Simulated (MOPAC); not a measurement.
MOPAC input (PM7):

```
PM7 1SCF CHARGE=-1 GEO-OK AUX(PRECISION=9) THREADS=1
C3H2N

C    -0.08701136 1   -1.63727742 1    0.02176407 1
C     0.65262971 1   -0.51621581 1    0.00122514 1
C     0.01484235 1    0.73074242 1   -0.00951478 1
H    -1.18730815 1   -1.67235484 1    0.03133492 1
H     0.38144000 1   -2.62489794 1    0.03057446 1
N    -0.38241372 1    1.83339395 1   -0.02039371 1
```

Q: What heat of formation does the run end on, and which ionisation energy by Koopmans theorem?

A: 50.17 kcal/mol; 2.97 eV.
